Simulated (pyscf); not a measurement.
A first-order saddle from PySCF, ωB97X-D3(BJ)/def2-SVP:

```xyz
7

Cl    -0.0872    -0.0860     2.0164
Ge    -0.9369    -0.1817     0.0781
Cl    -1.3005    -2.3039    -0.1305
Cl    -2.8728     0.6107    -0.2590
H      0.1311    -0.4503    -1.2945
Cl     0.1066     1.9676    -0.5442
H      0.3087     0.4765    -1.2296
```

Surface: singlet, charge 0. Lowest wavenumbers (cm⁻¹): 1220i, 79, 96, 162, 189.

Q: Which two sides does it connect, and which bonds change?

A: `[Cl][GeH]([Cl])[Cl]` + `[ClH]` ⇌ `[Cl][Ge]([Cl])([Cl])[Cl]` + `[H][H]`, a four-centre exchange read from left to right: Ge–H, Cl–H broken and Cl–Ge, H–H formed. At ωB97M-D3(BJ)/def2-TZVP it lies +196.7 kJ/mol from the left side and +237.2 kJ/mol from the right (each side as separated species at their lowest minima found). This is the saddle that the search found; another between the same sides may lie lower. Elements up to Kr have no core potential and no relativistic terms here.
